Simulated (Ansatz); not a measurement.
# NH2 (SMILES [NH2]): UMP2/6-31G(d) (spherical functions)

What is the energy change on altering one bond length of NH2 at UMP2/6-31G* (spherical functions)? 

The calculation is run with Ansatz 0.2.0.

48 further runs of the same task are left out: 48 set aside as unsound or not needed.

## (1) Starting point

NH2: 3 atoms, total charge 0, spin state doublet. As SMILES, `[NH2]`. The coordinates come from a GFN2-xTB relaxation.

Bond lengths: N1–H2 1.014 Å, N1–H3 1.014 Å. Angles: H2–N1–H3 110.0°.

## (2) A single-point energy at UMP2/6-31G(d) (spherical functions)

Input file in.yaml:

```yaml
crystal:
  periodic: [false, false, false]
  atoms:
    - {symbol: "N", position_ang: [0.307180, -0.182210, 0.151440]}
    - {symbol: H, position_ang: [0.155580, 0.820260, 0.174790]}
    - {symbol: H, position_ang: [-0.462760, -0.638040, -0.326220]}
basis:
  gaussian: {orbitals: 6-31G_st_-spherical.json}
magnetization: {spin_polarized: true, initial_magnetization: 1}
correlation: {method: mp2, frozen_orbitals: {H: 0, "N": 1}}
accuracy: high
```

The basis set 6-31G* is read from a file made from the Basis Set Exchange's data (not shown).

Launch:

```
$ ansatz run in.yaml --threads 1 --pin off --max-ram 2610MiB --events-out events.jsonl --progress --plain --runs-dir runs
```

Output:

```text
Warning: RAYON_NUM_THREADS=1 ignored (pool sized by the plan → 1); use --threads N
Functional definition: HF
  name "HF"
  exchange = exact_x
  correlation = 0
330 factors; integrals over basis functions are off by at most 4.2e-9 eV
mean field evaluation 1: about -1511.1405 eV, gradient 1.2e1 eV
mean field evaluation 2: about -1511.1400 eV, gradient 1.2e1 eV
mean field evaluation 4: about -1511.7512 eV, gradient 1.0e0 eV
mean field evaluation 8: about -1511.7580 eV, gradient 8.7e-3 eV
mean field -1511.75800501 eV, -55.5560819777 hartree, gradient 8.5e-8 eV, S^2 0.757775; 0 other end points of the search recorded, 0 dependent functions left out
1 core orbitals not correlated: weight in the atoms' cores, before any rotation towards them, 1.000 or more for the frozen orbitals, at most 0.000 for the correlated occupied ones
reference -1511.75800501 eV, -55.5560819777 hartree; 4, 3 occupied and 13, 14 virtual orbitals, 330 factors
second order -3.56886946 eV of doubles, -0.00000000 eV of singles
Total energy: -1515.32687447 eV, -55.6872355115 hartree
```

Run time: 0.1 s. Hardware: 1 thread of Arm Neoverse V1, shared host.

## (3) The distorted shape, same level

Input file job.yaml:

```yaml
crystal:
  periodic: [false, false, false]
  atoms:
    - {symbol: N, position_ang: [0.345084, -0.432856, 0.145602]}
    - {symbol: H, position_ang: [0.155580, 0.820260, 0.174790]}
    - {symbol: H, position_ang: [-0.424856, -0.888686, -0.332058]}
basis:
  gaussian:
    orbitals: 6-31G_st_-spherical.json
magnetization:
  spin_polarized: true
  initial_magnetization: 1
correlation:
  method: mp2
  frozen_orbitals: {H: 0, "N": 1}
accuracy: high
```

The basis set 6-31G* is read from a file made from the Basis Set Exchange's data (not shown).

Launch:

```
$ ansatz run job.yaml --threads 1 --pin off --max-ram 2610MiB --events-out events.jsonl --progress --plain --runs-dir runs
```

Output:

```text
Warning: RAYON_NUM_THREADS=1 ignored (pool sized by the plan → 1); use --threads N
[... 4 set-up lines as earlier in the session ...]
333 factors; integrals over basis functions are off by at most 4.4e-9 eV
mean field evaluation 1: about -1510.1680 eV, gradient 1.1e1 eV
mean field evaluation 2: about -1510.1676 eV, gradient 1.1e1 eV
mean field evaluation 4: about -1510.7983 eV, gradient 1.2e0 eV
mean field evaluation 8: about -1510.8168 eV, gradient 6.5e-2 eV
mean field evaluation 16: about -1510.8169 eV, gradient 1.3e-8 eV
mean field -1510.81692295 eV, -55.5214978501 hartree, gradient 1.3e-8 eV, S^2 0.772648; 0 other end points of the search recorded, 0 dependent functions left out
1 core orbitals not correlated: weight in the atoms' cores, before any rotation towards them, 1.000 or more for the frozen orbitals, at most 0.000 for the correlated occupied ones
reference -1510.81692295 eV, -55.5214978501 hartree; 4, 3 occupied and 13, 14 virtual orbitals, 333 factors
second order -3.71352715 eV of doubles, -0.00000000 eV of singles
Total energy: -1514.53045011 eV, -55.6579674558 hartree
```

It took 0.1 s on 1 thread of Arm Neoverse V1, shared host.

## (4) Outcome

Level: UMP2/6-31G* (spherical functions), 1 core orbital frozen.

| quantity | value |
| --- | --- |
| first shape: total energy | -55.68724 Eh |
| first shape: correlation energy (1 core orbital frozen) | -131.2 mEh |
| first shape: ⟨S²⟩ of the reference determinant | 0.758 |
| distorted shape: total energy | -55.65797 Eh |
| distorted shape: correlation energy (1 core orbital frozen) | -136.5 mEh |
| distorted shape: ⟨S²⟩ of the reference determinant | 0.773 |
| energy change with the N1–H2 bond stretched from 1.014 to 1.268 Å | 0.796 eV |

**Reading.** With the N1–H2 bond stretched from 1.014 to 1.268 Å the energy rises by 0.80 eV (18.4 kcal/mol). The first shape isn't relaxed at this level, so the change isn't measured from a minimum.
